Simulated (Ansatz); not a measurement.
Reaction: Cl2 (molecular chlorine, SMILES ClCl) → 2 Cl (doublet) (the Cl-Cl bond breaks)
Each species at its own B3LYP-D3(BJ)/def2-TZVP minimum (Ansatz, a quantum-chemistry and plane-wave program).

Quantity: bond dissociation energy (electronic), in kJ/mol. UHF or UKS for unpaired electrons; spin-orbit terms are left out. CBS(X,Y): correlation extrapolated as X^-3, Hartree-Fock from the larger set (Q,5: extrapolated as (X+1)exp(-9√X)). A bracket is a step between two methods taken in the basis named. The functionals are non-relativistic, so their misses hold any scalar relativity. Double hybrids freeze cores in their MP2 part. 'core' is core correlation in cc-pwCVTZ (1s frozen past Ne), 'X2C' scalar relativity in cc-pVTZ-DK, both at CCSD(T).

CCSD(T)/CBS(cc-pV(Q+d)Z,cc-pV(5+d)Z) + [CCSDT(Q) - CCSD(T)]/cc-pV(Q+d)Z + [CCSDTQ - CCSDT(Q)]/cc-pV(D+d)Z + core + X2C (Ansatz) gives 250.1 kJ/mol.

What does PBE/def2-TZVPD (Ansatz) give here, and how do the other levels compare?

PBE gives 274.6 kJ/mol, 24.5 kJ/mol above it. Differences of the others: r2SCAN/def2-TZVPD (Ansatz) -1.3; B3LYP/def2-TZVPD (Ansatz) -18.1; PBE0/def2-TZVPD (Ansatz) -1.5; wB97M-V/def2-TZVPD (Ansatz) 2.1; B2PLYP/def2-TZVPD (Ansatz) -19.0; CCSD(T)/CBS(cc-pV(Q+d)Z,cc-pV(5+d)Z) + core + X2C (Ansatz) -0.5 kJ/mol. Nearer than PBE: r2SCAN/def2-TZVPD, B3LYP/def2-TZVPD, PBE0/def2-TZVPD, wB97M-V/def2-TZVPD, B2PLYP/def2-TZVPD, CCSD(T)/CBS(cc-pV(Q+d)Z,cc-pV(5+d)Z) + core + X2C.
